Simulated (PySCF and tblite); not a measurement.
C₄H₅N, numbered as in [CH2:1]=[CH:2][CH2:3][C:4]#[N:5].

Geometries PBE0-D3(BJ)/def2-SVP; weights from PBE0-D3(BJ)/def2-TZVP energies and GFN2-xTB thermal corrections, with symmetry numbers and mirror pairs. Conformers within 4 kcal/mol (GFN2-xTB free energy) were kept, 5 at most. GIAO shieldings: PBE0/pcSseg-1. Shifts are against TMS (¹H), TMS (¹³C), NH3 (¹⁵N) at the same level; of two unlike H on one atom, a is the less shielded. Run with PySCF (density fitting) and tblite.

Torsions listed: C1–C2–C3–C4. Of a mirror pair one member is shown.

```tsv
conformer	shape	symmetry	E(GFN2) kcal/mol	E(DFT) kcal/mol
1	0°	Cs	0.27	0.00
2	123°	C1 (pair)	0.00	0.80
```

Question: How much do the weights at 298.15 K and the averaged shift of H1a depend on how the conformers are weighted?

Answer: 
```csv
weighting,1 (%),2 (%),δ (ppm),rms dipole (D)
"DFT energy with thermal terms, symmetry and mirror images (full scheme)",71,29,5.97,3.94
DFT energy with symmetry and mirror images,66,34,5.95,3.95
bare DFT energy,79,21,6.03,3.93
GFN2-xTB energy with symmetry and mirror images,24,76,5.69,3.99
GFN2-xTB free energy,28,72,5.71,3.98
leading conformer alone,100,0,6.16,3.91
equal weights,50,50,5.85,3.96
"full scheme, search stopped after three starts",0,100,5.54,4.01
```

The largest departure from the full scheme, 0.44 ppm, comes with: full scheme, search stopped after three starts.


¹⁵N shifts are against a computed isolated NH3 molecule, about 20 ppm from the liquid.